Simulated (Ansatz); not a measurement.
```yaml
atoms:
  - { symbol: S, position_ang: [-0.0395, 0.0730, -0.0223] }
  - { symbol: O, position_ang: [1.3916, 0.0100, 0.0423] }
  - { symbol: O, position_ang: [-0.7224, 1.2548, -0.0399] }
  - { symbol: O, position_ang: [-0.6903, -1.2856, 0.0334] }
```

RHF on singlet SO₃ was run in several spherical basis sets with Ansatz (development build ahead of 0.2.0). Caution for RHF: no unrestricted run beside it, a lower state can exist.

(1) Rank the basis sets by the total energy that they give, lowest first, with the distance from the lowest.
A. 6-31G
B. def2-SVP
C. cc-pVDZ
D. STO-3G

Results:

(1) C (0.00 eV), B (8.73 eV), A (11.35 eV), D (210.66 eV).

Totals follow the description of the cores as much as that of the bonds, so this order isn't one of quality for chemistry.
